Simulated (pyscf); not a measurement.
Single points on ωB97X-D3(BJ)/def2-SVP structures (PySCF, gas phase).

Question: PBE/def2-TZVP puts the barrier of H₂N–GeH₂–Cl + H• → Cl–GeH₂• + NH₃ (substitution at N; doublet surface; Ge–N broken, H–N formed) at 2.5 kJ/mol and the reaction energy at -95.2 kJ/mol, from the separated reactants. What do B3LYP-D3(BJ)/def2-TZVP, PBE0-D3(BJ)/def2-TZVP, ωB97M-D3(BJ)/def2-TZVP give on the same structures?

Answer: B3LYP-D3(BJ): ΔE‡ = 15.1 kJ/mol, ΔE = -100.0 kJ/mol; PBE0-D3(BJ): ΔE‡ = 26.5 kJ/mol, ΔE = -85.6 kJ/mol; ωB97M-D3(BJ): ΔE‡ = 44.9 kJ/mol, ΔE = -92.5 kJ/mol. PBE's barrier lies under all of them, by 12.6 to 42.4 kJ/mol. Its reaction energy lies among theirs. Low barriers are usual for a GGA, whose delocalisation error favours stretched bonds. On the product side the descent ends in a bound adduct, 34.8 kJ/mol under the separated species and 166.1 kJ/mol under the saddle at ωB97X-D3(BJ)/def2-TZVP. At ωB97X-D3(BJ) the barrier from the zero used here is 55.1 kJ/mol. Abstraction by the radical was not located in this set and often lies lower. This is the saddle that the search found; another between the same sides may lie lower. The angle at the attacked N is 138°. Elements up to Kr have no core potential and no relativistic terms here.
